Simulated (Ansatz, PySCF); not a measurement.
This Ansatz (a program for electronic structure) input computes a CAM-B3LYP/def2-TZVPD energy:

Ansatz 0.2 input:
```yaml
crystal:
  periodic: [false, false, false]
  atoms:
    - {symbol: Si, position_ang: [-0.00000000, 0.00000000, -0.00000000]}
    - {symbol: F, position_ang: [0.90266225, 0.93537042, 0.87570553]}
    - {symbol: F, position_ang: [-0.88062488, -0.89967856, 0.93362490]}
    - {symbol: F, position_ang: [-0.92886782, 0.87391074, -0.91107724]}
    - {symbol: F, position_ang: [0.90683044, -0.90960260, -0.89825319]}
basis:
  gaussian:
    orbitals: def2-TZVPD
hamiltonian:
  xc: {name: CAM-B3LYP}
output: {forces: true}
```

**Question.** Write an input for the same energy in PySCF and say what it gives.

**Answer.** 
```python
from pyscf import gto, scf, dft

mol = gto.M(
    atom='''
    Si   -0.00000000    0.00000000   -0.00000000
    F     0.90266225    0.93537042    0.87570553
    F    -0.88062488   -0.89967856    0.93362490
    F    -0.92886782    0.87391074   -0.91107724
    F     0.90683044   -0.90960260   -0.89825319
    ''',
    basis='def2-tzvpd',
    charge=0,
    spin=0,
    verbose=4,
)

mf = dft.RKS(mol, xc='camb3lyp').density_fit(auxbasis='def2-universal-jkfit')
mf.grids.level = 3
mf.conv_tol = 1e-9
mf.max_cycle = 100
mf.max_memory = 1500
mf.kernel()
if not mf.converged:
    mf = mf.newton()
    mf.kernel(mf.make_rdm1())
mf.analyze()
```
It gives -689.27089 Eh, and Ansatz -689.27082 Eh, a difference of 0.07 mEh, from the treatment of integrals and grids.
